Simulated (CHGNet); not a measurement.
## Rutile SnO2

Level of theory: the machine-learned potential CHGNet 0.3.0 (trained on PBE and PBE+U data).

Cell (relaxed at this level):

```
SnO2
1.0
    4.83505     0.00000     0.00000
    0.00000     4.83505     0.00000
    0.00000     0.00000     3.23251
Sn O
2 4
Direct
  0.00000   0.00000   0.00000
  0.50000   0.50000   0.50000
  0.30618   0.30618   0.00000
  0.80618   0.19382   0.50000
  0.19382   0.80618   0.50000
  0.69382   0.69382   0.00000
```

For rutile SnO2, the lattice parameter a is 4.835 Å and the c axis length is 3.233 Å.

Measured, for comparison: lattice constant a 4.737 Å, lattice parameter c 3.186 Å (room temperature, no zero-point or thermal correction; as tabulated in Hiroi (2015), arXiv:1503.02262). Computed (rounded) less measured: lattice constant a +2.1 %, lattice parameter c +1.5 %.

A machine-learned potential is trained on density-functional data: it inherits that level's misses and adds fitting errors of its own.

Note: this model's volume lies 5 % above that of the starting cell (a measured, published or database cell).
